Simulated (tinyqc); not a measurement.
RHF in the sto-3g basis, for CH3-, spin multiplicity 1, step by step (part 1 of 2). The basis has no diffuse functions, so it cannot describe the extra electron: this is an exercise in the method, not the real anion. Computed by tinyqc, a small Python program that keeps every step (integrals from PySCF). Settings: charge = -1, multiplicity = 1, basis = sto-3g, energy threshold = 1e-09, iteration cap = 62, orthogonalisation = symmetric, start = Wolfsberg-Helmholz matrix, DIIS depth = 0, method = RHF. Command: `OMP_NUM_THREADS=1 python tinyqc.py 30863 30864 out.jsonl` (the two numbers bound the seeds that draw the settings). One thread of a shared host (Intel(R) Xeon(R) Processor @ 2.60GHz), about 0.06 s of CPU time with the checks. Later iterations appear only in the table of the cycle.

## One-electron integrals

Geometry (angstrom):
```
atom         x         y        z
C      0.00000   0.00000  0.10000
H      1.05900   0.00000  0.00000
H     -0.52900   0.91700  0.00000
H     -0.52900  -0.91700  0.00000
```

Basis sto-3g: exponents (1/bohr^2) and contraction coefficients of normalised primitives:
```
element  l (shell)  exponent  coefficient
C            s (1)  71.61684      0.15433
C            s (1)  13.04510      0.53533
C            s (1)   3.53051      0.44463
C            s (2)   2.94125     -0.09997
C            s (2)   0.68348      0.39951
C            s (2)   0.22229      0.70012
C            p (3)   2.94125      0.15592
C            p (3)   0.68348      0.60768
C            p (3)   0.22229      0.39196
H            s (1)   3.42525      0.15433
H            s (1)   0.62391      0.53533
H            s (1)   0.16886      0.44463
```

Overlap, kinetic and nuclear-attraction integrals over the contracted functions; the nuclear repulsion is the sum of Za Zb / Rab.

nuclear repulsion = 9.8223516 hartree

overlap S:
```
          1C 1s    1C 2s    1C 2px    1C 2py    1C 2pz     2H 1s     3H 1s     4H 1s
1C 1s   1.00000  0.24836   0.00000   0.00000   0.00000   0.06622   0.06627   0.06627
1C 2s   0.24836  1.00000   0.00000   0.00000   0.00000   0.50598   0.50618   0.50618
1C 2px  0.00000  0.00000   1.00000   0.00000   0.00000   0.47403  -0.23693  -0.23693
1C 2py  0.00000  0.00000   0.00000   1.00000   0.00000   0.00000   0.41070  -0.41070
1C 2pz  0.00000  0.00000   0.00000   0.00000   1.00000  -0.04476  -0.04479  -0.04479
2H 1s   0.06622  0.50598   0.47403   0.00000  -0.04476   1.00000   0.15567   0.15567
3H 1s   0.06627  0.50618  -0.23693   0.41070  -0.04479   0.15567   1.00000   0.15561
4H 1s   0.06627  0.50618  -0.23693  -0.41070  -0.04479   0.15567   0.15561   1.00000
```

kinetic energy T (hartree):
```
           1C 1s     1C 2s    1C 2px    1C 2py    1C 2pz     2H 1s     3H 1s     4H 1s
1C 1s   15.89112  -0.08589   0.00000   0.00000   0.00000  -0.00945  -0.00944  -0.00944
1C 2s   -0.08589   0.47225   0.00000   0.00000   0.00000   0.11565   0.11577   0.11577
1C 2px   0.00000   0.00000   1.47773   0.00000   0.00000   0.27637  -0.13821  -0.13821
1C 2py   0.00000   0.00000   0.00000   1.47773   0.00000   0.00000   0.23958  -0.23958
1C 2pz   0.00000   0.00000   0.00000   0.00000   1.47773  -0.02610  -0.02613  -0.02613
2H 1s   -0.00945   0.11565   0.27637   0.00000  -0.02610   0.76003  -0.00709  -0.00709
3H 1s   -0.00944   0.11577  -0.13821   0.23958  -0.02613  -0.00709   0.76003  -0.00710
4H 1s   -0.00944   0.11577  -0.13821  -0.23958  -0.02613  -0.00709  -0.00710   0.76003
```

nuclear attraction V (hartree):
```
            1C 1s     1C 2s    1C 2px    1C 2py    1C 2pz     2H 1s     3H 1s     4H 1s
1C 1s   -35.14552  -4.56298   0.00000   0.00000   0.00502  -1.24038  -1.24143  -1.24143
1C 2s    -4.56298  -6.63527  -0.00003   0.00000   0.05054  -2.87654  -2.87800  -2.87800
1C 2px    0.00000  -0.00003  -6.65836   0.00000   0.00000  -2.50020   1.24977   1.24977
1C 2py    0.00000   0.00000   0.00000  -6.65860   0.00000   0.00000  -2.16648   2.16648
1C 2pz    0.00502   0.05054   0.00000   0.00000  -6.46396   0.24879   0.24896   0.24896
2H 1s    -1.24038  -2.87654  -2.50020   0.00000   0.24879  -4.71676  -0.81586  -0.81586
3H 1s    -1.24143  -2.87800   1.24977  -2.16648   0.24896  -0.81586  -4.71759  -0.81570
4H 1s    -1.24143  -2.87800   1.24977   2.16648   0.24896  -0.81586  -0.81570  -4.71759
```

core Hamiltonian H = T + V (hartree):
```
            1C 1s     1C 2s    1C 2px    1C 2py    1C 2pz     2H 1s     3H 1s     4H 1s
1C 1s   -19.25440  -4.64887   0.00000   0.00000   0.00502  -1.24983  -1.25086  -1.25086
1C 2s    -4.64887  -6.16302  -0.00003   0.00000   0.05054  -2.76089  -2.76223  -2.76223
1C 2px    0.00000  -0.00003  -5.18063   0.00000   0.00000  -2.22383   1.11156   1.11156
1C 2py    0.00000   0.00000   0.00000  -5.18087   0.00000   0.00000  -1.92690   1.92690
1C 2pz    0.00502   0.05054   0.00000   0.00000  -4.98623   0.22269   0.22283   0.22283
2H 1s    -1.24983  -2.76089  -2.22383   0.00000   0.22269  -3.95673  -0.82295  -0.82295
3H 1s    -1.25086  -2.76223   1.11156  -1.92690   0.22283  -0.82295  -3.95755  -0.82279
4H 1s    -1.25086  -2.76223   1.11156   1.92690   0.22283  -0.82295  -0.82279  -3.95755
```

## Two-electron integrals

Functions are numbered as in S; the eight-fold symmetry (ij|kl) = (ji|kl) = (kl|ij) leaves the list below.

Two-electron integrals (ij|kl) in chemists' order, unique and non-zero (hartree):
```
(11|11) 3.54195     (21|11) 0.57692     (21|21) 0.11189     (22|11) 0.85468
(22|21) 0.20528     (22|22) 0.62471     (31|31) 0.02030     (32|31) 0.03086
(32|32) 0.13800     (33|11) 0.85244     (33|21) 0.20534     (33|22) 0.62457
(33|33) 0.67283     (41|41) 0.02030     (42|41) 0.03086     (42|42) 0.13800
(43|43) 0.03627     (44|11) 0.85244     (44|21) 0.20534     (44|22) 0.62457
(44|33) 0.60030     (44|44) 0.67283     (51|51) 0.02030     (52|51) 0.03086
(52|52) 0.13800     (53|53) 0.03627     (54|54) 0.03627     (55|11) 0.85244
(55|21) 0.20534     (55|22) 0.62457     (55|33) 0.60030     (55|44) 0.60030
(55|55) 0.67283     (61|11) 0.15526     (61|21) 0.02990     (61|22) 0.05467
(61|31) 0.00184     (61|32) 0.00339     (61|33) 0.05506     (61|44) 0.05448
(61|51) -0.00017    (61|52) -0.00032    (61|53) -0.00005    (61|55) 0.05449
(61|61) 0.00817     (62|11) 0.34636     (62|21) 0.08417     (62|22) 0.27880
(62|31) 0.00797     (62|32) 0.05317     (62|33) 0.29123     (62|44) 0.27238
(62|51) -0.00075    (62|52) -0.00502    (62|53) -0.00178    (62|55) 0.27255
(62|61) 0.02342     (62|62) 0.15859     (63|11) 0.28389     (63|21) 0.06993
(63|22) 0.24562     (63|31) 0.01469     (63|32) 0.08960     (63|33) 0.27014
(63|44) 0.23317     (63|51) -0.00055    (63|52) -0.00414    (63|53) -0.00249
(63|55) 0.23331     (63|61) 0.02044     (63|62) 0.16618     (63|63) 0.19138
(64|41) 0.00888     (64|42) 0.04580     (64|43) 0.01062     (64|54) -0.00100
(64|64) 0.02037     (65|11) -0.02681    (65|21) -0.00660    (65|22) -0.02319
(65|31) -0.00055    (65|32) -0.00414    (65|33) -0.02350    (65|44) -0.02202
(65|51) 0.00893     (65|52) 0.04619     (65|53) 0.01076     (65|55) -0.02404
(65|61) -0.00193    (65|62) -0.01569    (65|63) -0.01615    (65|65) 0.02189
(66|11) 0.48475     (66|21) 0.11984     (66|22) 0.44859     (66|31) 0.01502
(66|32) 0.13156     (66|33) 0.49538     (66|44) 0.42464     (66|51) -0.00142
(66|52) -0.01242    (66|53) -0.00668    (66|55) 0.42527     (66|61) 0.03392
(66|62) 0.31442     (66|63) 0.36511     (66|65) -0.03448    (66|66) 0.77461
(71|11) 0.15539     (71|21) 0.02993     (71|22) 0.05472     (71|31) -0.00092
(71|32) -0.00170    (71|33) 0.05467     (71|41) 0.00159     (71|42) 0.00294
(71|43) -0.00025    (71|44) 0.05496     (71|51) -0.00017    (71|52) -0.00032
(71|53) 2.71e-05    (71|54) -4.70e-05   (71|55) 0.05453     (71|61) 0.00792
(71|62) 0.02198     (71|63) 0.01781     (71|64) 0.00081     (71|65) -0.00181
(71|66) 0.03108     (71|71) 0.00819     (72|11) 0.34655     (72|21) 0.08422
(72|22) 0.27894     (72|31) -0.00398    (72|32) -0.02658    (72|33) 0.27722
(72|41) 0.00691     (72|42) 0.04607     (72|43) -0.00816    (72|44) 0.28666
(72|51) -0.00075    (72|52) -0.00502    (72|53) 0.00089     (72|54) -0.00154
(72|55) 0.27268     (72|61) 0.02198     (72|62) 0.11605     (72|63) 0.09457
(72|64) 0.01367     (72|65) -0.01117    (72|66) 0.18190     (72|71) 0.02345
(72|72) 0.15872     (73|11) -0.14192    (73|21) -0.03496    (73|22) -0.12278
(73|31) 0.01034     (73|32) 0.05676     (73|33) -0.12913    (73|41) -0.00252
(73|42) -0.01896    (73|43) 0.01261     (73|44) -0.12245    (73|51) 0.00027
(73|52) 0.00207     (73|53) -0.00137    (73|54) 0.00064     (73|55) -0.11662
(73|61) -0.00819    (73|62) -0.03540    (73|63) -0.01588    (73|64) -0.00312
(73|65) 0.00333     (73|66) -0.04341    (73|71) -0.01023    (73|72) -0.08310
(73|73) 0.06312     (74|11) 0.24600     (74|21) 0.06060     (74|22) 0.21283
(74|31) -0.00252    (74|32) -0.01896    (74|33) 0.20544     (74|41) 0.01325
(74|42) 0.07870     (74|43) -0.01121    (74|44) 0.23067     (74|51) -0.00048
(74|52) -0.00358    (74|53) 0.00064     (74|54) -0.00212    (74|55) 0.20216
(74|61) 0.01582     (74|62) 0.08873     (74|63) 0.07173     (74|64) 0.02370
(74|65) -0.00836    (74|66) 0.13913     (74|71) 0.01773     (74|72) 0.14405
(74|73) -0.07407    (74|74) 0.14878     (75|11) -0.02683    (75|21) -0.00661
(75|22) -0.02321    (75|31) 0.00027     (75|32) 0.00207     (75|33) -0.02240
(75|41) -0.00048    (75|42) -0.00358    (75|43) 0.00064     (75|44) -0.02315
(75|51) 0.00894     (75|52) 0.04622     (75|53) -0.00538    (75|54) 0.00932
(75|55) -0.02405    (75|61) -0.00181    (75|62) -0.01117    (75|63) -0.00891
(75|64) -0.00129    (75|65) 0.01506     (75|66) -0.01865    (75|71) -0.00193
(75|72) -0.01571    (75|73) 0.00808     (75|74) -0.01400    (75|75) 0.02192
(76|11) 0.09683     (76|21) 0.02359     (76|22) 0.08048     (76|31) 0.00094
(76|32) 0.00657     (76|33) 0.08117     (76|41) 0.00162     (76|42) 0.01136
(76|43) 0.00041     (76|44) 0.08164     (76|51) -0.00035    (76|52) -0.00248
(76|53) -0.00033    (76|54) -0.00056    (76|55) 0.07855     (76|61) 0.00640
(76|62) 0.04114     (76|63) 0.03982     (76|64) 0.00437     (76|65) -0.00447
(76|66) 0.07618     (76|71) 0.00641     (76|72) 0.04115     (76|73) -0.01611
(76|74) 0.03668     (76|75) -0.00448    (76|76) 0.01286     (77|11) 0.48489
(77|21) 0.11987     (77|22) 0.44869     (77|31) -0.00751    (77|32) -0.06576
(77|33) 0.44240     (77|41) 0.01302     (77|42) 0.11399     (77|43) -0.03062
(77|44) 0.47782     (77|51) -0.00142    (77|52) -0.01243    (77|53) 0.00334
(77|54) -0.00579    (77|55) 0.42536     (77|61) 0.03106     (77|62) 0.18185
(77|63) 0.14219     (77|64) 0.03191     (77|65) -0.01864    (77|66) 0.28679
(77|71) 0.03396     (77|72) 0.31457     (77|73) -0.18251    (77|74) 0.31637
(77|75) -0.03450    (77|76) 0.07618     (77|77) 0.77461     (81|11) 0.15539
(81|21) 0.02993     (81|22) 0.05472     (81|31) -0.00092    (81|32) -0.00170
(81|33) 0.05467     (81|41) -0.00159    (81|42) -0.00294    (81|43) 0.00025
(81|44) 0.05496     (81|51) -0.00017    (81|52) -0.00032    (81|53) 2.71e-05
(81|54) 4.70e-05    (81|55) 0.05453     (81|61) 0.00792     (81|62) 0.02198
(81|63) 0.01781     (81|64) -0.00081    (81|65) -0.00181    (81|66) 0.03108
(81|71) 0.00792     (81|72) 0.02200     (81|73) -0.00960    (81|74) 0.01502
(81|75) -0.00181    (81|76) 0.00608     (81|77) 0.03109     (81|81) 0.00819
(82|11) 0.34655     (82|21) 0.08422     (82|22) 0.27894     (82|31) -0.00398
(82|32) -0.02658    (82|33) 0.27722     (82|41) -0.00691    (82|42) -0.04607
(82|43) 0.00816     (82|44) 0.28666     (82|51) -0.00075    (82|52) -0.00502
(82|53) 0.00089     (82|54) 0.00154     (82|55) 0.27268     (82|61) 0.02198
(82|62) 0.11605     (82|63) 0.09457     (82|64) -0.01367    (82|65) -0.01117
(82|66) 0.18190     (82|71) 0.02200     (82|72) 0.11609     (82|73) -0.05910
(82|74) 0.07509     (82|75) -0.01117    (82|76) 0.03194     (82|77) 0.18190
(82|81) 0.02345     (82|82) 0.15872     (83|11) -0.14192    (83|21) -0.03496
(83|22) -0.12278    (83|31) 0.01034     (83|32) 0.05676     (83|33) -0.12913
(83|41) 0.00252     (83|42) 0.01896     (83|43) -0.01261    (83|44) -0.12245
(83|51) 0.00027     (83|52) 0.00207     (83|53) -0.00137    (83|54) -0.00064
(83|55) -0.11662    (83|61) -0.00819    (83|62) -0.03540    (83|63) -0.01588
(83|64) 0.00312     (83|65) 0.00333     (83|66) -0.04341    (83|71) -0.00960
(83|72) -0.05910    (83|73) 0.04347     (83|74) -0.03741    (83|75) 0.00557
(83|76) -0.01236    (83|77) -0.09867    (83|81) -0.01023    (83|82) -0.08310
(83|83) 0.06312     (84|11) -0.24600    (84|21) -0.06060    (84|22) -0.21283
(84|31) 0.00252     (84|32) 0.01896     (84|33) -0.20544    (84|41) 0.01325
(84|42) 0.07870     (84|43) -0.01121    (84|44) -0.23067    (84|51) 0.00048
(84|52) 0.00358     (84|53) -0.00064    (84|54) -0.00212    (84|55) -0.20216
(84|61) -0.01582    (84|62) -0.08873    (84|63) -0.07173    (84|64) 0.02370
(84|65) 0.00836     (84|66) -0.13913    (84|71) -0.01502    (84|72) -0.07509
(84|73) 0.03741     (84|74) -0.03573    (84|75) 0.00707     (84|76) -0.02143
(84|77) -0.10721    (84|81) -0.01773    (84|82) -0.14405    (84|83) 0.07407
(84|84) 0.14878     (85|11) -0.02683    (85|21) -0.00661    (85|22) -0.02321
(85|31) 0.00027     (85|32) 0.00207     (85|33) -0.02240    (85|41) 0.00048
(85|42) 0.00358     (85|43) -0.00064    (85|44) -0.02315    (85|51) 0.00894
(85|52) 0.04622     (85|53) -0.00538    (85|54) -0.00932    (85|55) -0.02405
(85|61) -0.00181    (85|62) -0.01117    (85|63) -0.00891    (85|64) 0.00129
(85|65) 0.01506     (85|66) -0.01865    (85|71) -0.00181    (85|72) -0.01117
(85|73) 0.00557     (85|74) -0.00707    (85|75) 0.01506     (85|76) -0.00337
(85|77) -0.01865    (85|81) -0.00193    (85|82) -0.01571    (85|83) 0.00808
(85|84) 0.01400     (85|85) 0.02192     (86|11) 0.09683     (86|21) 0.02359
(86|22) 0.08048     (86|31) 0.00094     (86|32) 0.00657     (86|33) 0.08117
(86|41) -0.00162    (86|42) -0.01136    (86|43) -0.00041    (86|44) 0.08164
(86|51) -0.00035    (86|52) -0.00248    (86|53) -0.00033    (86|54) 0.00056
(86|55) 0.07855     (86|61) 0.00640     (86|62) 0.04114     (86|63) 0.03982
(86|64) -0.00437    (86|65) -0.00447    (86|66) 0.07618     (86|71) 0.00608
(86|72) 0.03194     (86|73) -0.01236    (86|74) 0.02143     (86|75) -0.00337
(86|76) 0.01039     (86|77) 0.04927     (86|81) 0.00641     (86|82) 0.04115
(86|83) -0.01611    (86|84) -0.03668    (86|85) -0.00448    (86|86) 0.01286
(87|11) 0.09682     (87|21) 0.02358     (87|22) 0.08046     (87|31) -0.00187
(87|32) -0.01311    (87|33) 0.08185     (87|44) 0.08092     (87|51) -0.00035
(87|52) -0.00248    (87|53) 0.00065     (87|55) 0.07854     (87|61) 0.00608
(87|62) 0.03192     (87|63) 0.02474     (87|65) -0.00337    (87|66) 0.04925
(87|71) 0.00641     (87|72) 0.04114     (87|73) -0.02368    (87|74) 0.03230
(87|75) -0.00448    (87|76) 0.01039     (87|77) 0.07614     (87|81) 0.00641
(87|82) 0.04114     (87|83) -0.02368    (87|84) -0.03230    (87|85) -0.00448
(87|86) 0.01039     (87|87) 0.01285     (88|11) 0.48489     (88|21) 0.11987
(88|22) 0.44869     (88|31) -0.00751    (88|32) -0.06576    (88|33) 0.44240
(88|41) -0.01302    (88|42) -0.11399    (88|43) 0.03062     (88|44) 0.47782
(88|51) -0.00142    (88|52) -0.01243    (88|53) 0.00334     (88|54) 0.00579
(88|55) 0.42536     (88|61) 0.03106     (88|62) 0.18185     (88|63) 0.14219
(88|64) -0.03191    (88|65) -0.01864    (88|66) 0.28679     (88|71) 0.03109
(88|72) 0.18190     (88|73) -0.09867    (88|74) 0.10721     (88|75) -0.01865
(88|76) 0.04927     (88|77) 0.28675     (88|81) 0.03396     (88|82) 0.31457
(88|83) -0.18251    (88|84) -0.31637    (88|85) -0.03450    (88|86) 0.07618
(88|87) 0.07614     (88|88) 0.77461
```

## Orthogonalisation

S = U s U^T; symmetric (Loewdin) form X = U s^(-1/2) U^T, so that X^T S X = 1.

eigenvalues of S: 0.24337  0.33619  0.33647  0.95347  1.00954  1.50784  1.50821  2.10491

X:
```
           1C 1s     1C 2s    1C 2px    1C 2py    1C 2pz     2H 1s     3H 1s     4H 1s
1C 1s    1.02856  -0.16934   0.00000   0.00000   0.00346   0.02602   0.02602   0.02602
1C 2s   -0.16934   1.47988  -0.00006   0.00000  -0.03948  -0.36501  -0.36528  -0.36528
1C 2px   0.00000  -0.00006   1.20872   0.00000   0.00001  -0.36805   0.18402   0.18402
1C 2py   0.00000   0.00000   0.00000   1.20904   0.00000   0.00000  -0.31903   0.31903
1C 2pz   0.00346  -0.03948   0.00001   0.00000   1.00342   0.03172   0.03175   0.03175
2H 1s    0.02602  -0.36501  -0.36805   0.00000   0.03172   1.29424  -0.03529  -0.03529
3H 1s    0.02602  -0.36528   0.18402  -0.31903   0.03175  -0.03529   1.29456  -0.03536
4H 1s    0.02602  -0.36528   0.18402   0.31903   0.03175  -0.03529  -0.03536   1.29456
```

## Starting guess

The start is the generalised Wolfsberg-Helmholz matrix (K = 1.75) built on H; D = 2 C_occ C_occ^T.

D at the start:
```
           1C 1s     1C 2s    1C 2px    1C 2py    1C 2pz     2H 1s     3H 1s     4H 1s
1C 1s    2.04201  -0.12241   0.00001   0.00000  -0.03216  -0.15150  -0.15159  -0.15159
1C 2s   -0.12241   0.69254   0.00005   0.00000   0.10744   0.29055   0.29071   0.29071
1C 2px   0.00001   0.00005   1.01886   0.00000  -0.00002   0.48472  -0.24228  -0.24228
1C 2py   0.00000   0.00000   0.00000   1.01840   0.00000   0.00000   0.41970  -0.41970
1C 2pz  -0.03216   0.10744  -0.00002   0.00000   1.99210  -0.01690  -0.01692  -0.01692
2H 1s   -0.15150   0.29055   0.48472   0.00000  -0.01690   0.35943   0.01365   0.01365
3H 1s   -0.15159   0.29071  -0.24228   0.41970  -0.01692   0.01365   0.35958   0.01364
4H 1s   -0.15159   0.29071  -0.24228  -0.41970  -0.01692   0.01365   0.01364   0.35958
```

## Iteration 1: building the Fock matrix

J_ij = sum D_kl (ij|kl), K_ij = sum D_kl (ik|jl); F = H + J - 0.5 K; E = tr D H + tr D J / 2 - 0.25 tr D K + E_nn.

Coulomb J (hartree):
```
           1C 1s     1C 2s    1C 2px    1C 2py    1C 2pz     2H 1s     3H 1s     4H 1s
1C 1s   12.94044   2.57514   0.00000   0.00000   0.00011   0.68910   0.68968   0.68968
1C 2s    2.57514   6.28814   0.00002   0.00000  -0.01113   2.79502   2.79639   2.79639
1C 2px   0.00000   0.00002   6.29453   0.00000   0.00000   2.45769  -1.22851  -1.22851
1C 2py   0.00000   0.00000   0.00000   6.29460   0.00000   0.00000   2.12959  -2.12959
1C 2pz   0.00011  -0.01113   0.00000   0.00000   6.25835  -0.23532  -0.23548  -0.23548
2H 1s    0.68910   2.79502   2.45769   0.00000  -0.23532   4.54025   0.80518   0.80518
3H 1s    0.68968   2.79639  -1.22851   2.12959  -0.23548   0.80518   4.54116   0.80499
4H 1s    0.68968   2.79639  -1.22851  -2.12959  -0.23548   0.80518   0.80499   4.54116
```

exchange K (hartree):
```
           1C 1s     1C 2s    1C 2px    1C 2py    1C 2pz     2H 1s     3H 1s     4H 1s
1C 1s    7.17646   1.31991   0.00001   0.00000  -0.00278   0.36112   0.36141   0.36141
1C 2s    1.31991   1.91249  -0.00002   0.00000   0.01043   0.98629   0.98674   0.98674
1C 2px   0.00001  -0.00002   1.55438   0.00000   0.00000   0.83110  -0.41543  -0.41543
1C 2py   0.00000   0.00000   0.00000   1.55450   0.00000   0.00000   0.72005  -0.72005
1C 2pz  -0.00278   0.01043   0.00000   0.00000   1.67475  -0.07308  -0.07314  -0.07314
2H 1s    0.36112   0.98629   0.83110   0.00000  -0.07308   1.20956   0.31144   0.31144
3H 1s    0.36141   0.98674  -0.41543   0.72005  -0.07314   0.31144   1.21010   0.31135
4H 1s    0.36141   0.98674  -0.41543  -0.72005  -0.07314   0.31144   0.31135   1.21010
```

Fock matrix F (hartree):
```
           1C 1s     1C 2s    1C 2px    1C 2py   1C 2pz     2H 1s     3H 1s     4H 1s
1C 1s   -9.90219  -2.73368   0.00000   0.00000  0.00652  -0.74129  -0.74189  -0.74189
1C 2s   -2.73368  -0.83112   0.00000   0.00000  0.03420  -0.45902  -0.45921  -0.45921
1C 2px   0.00000   0.00000   0.33670   0.00000  0.00000  -0.18169   0.09076   0.09076
1C 2py   0.00000   0.00000   0.00000   0.33648  0.00000   0.00000  -0.15733   0.15733
1C 2pz   0.00652   0.03420   0.00000   0.00000  0.43474   0.02391   0.02392   0.02392
2H 1s   -0.74129  -0.45902  -0.18169   0.00000  0.02391  -0.02125  -0.17349  -0.17349
3H 1s   -0.74189  -0.45921   0.09076  -0.15733  0.02392  -0.17349  -0.02144  -0.17348
4H 1s   -0.74189  -0.45921   0.09076   0.15733  0.02392  -0.17349  -0.17348  -0.02144
```

total energy of this density = -38.5238133 hartree
